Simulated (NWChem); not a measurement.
Molecule: methylamine (CH$_{5}$N); SMILES CN

Results from NWChem. Pople sets run with spherical d functions. Each level has its own optimisation; frequencies are unscaled.

```tsv
level	r C–N (Å)	r H–N (Å)	highest harmonic frequency (cm⁻¹)	lowest (cm⁻¹)	zero-point energy (kcal/mol)	dipole (D)
Hartree-Fock/STO-3G	1.486	1.033	4085	355	47.4	1.62
Hartree-Fock/3-21G	1.471	1.003	…	…	…	1.44
Hartree-Fock/6-31G*	1.453	1.002	3807	341	43.2	1.53
B3LYP/6-31G*	1.465	1.018	3552	331	40.4	1.46
LDA (Slater exchange, VWN5)/def2-SVP	1.436	1.028	3516	325	38.7	1.28
PBE/def2-SVP	1.459	1.028	3484	328	38.9	1.31
BLYP/def2-SVP	1.471	1.030	3431	325	38.7	1.30
PBE0/def2-SVP	1.446	1.018	3627	330	40.3	1.34
```

### Question
Fill in the missing entries.

### Answer

- Hartree-Fock/3-21G, highest harmonic frequency (cm⁻¹): 3774
- Hartree-Fock/3-21G, lowest (cm⁻¹): 317
- Hartree-Fock/3-21G, zero-point energy (kcal/mol): 42.7
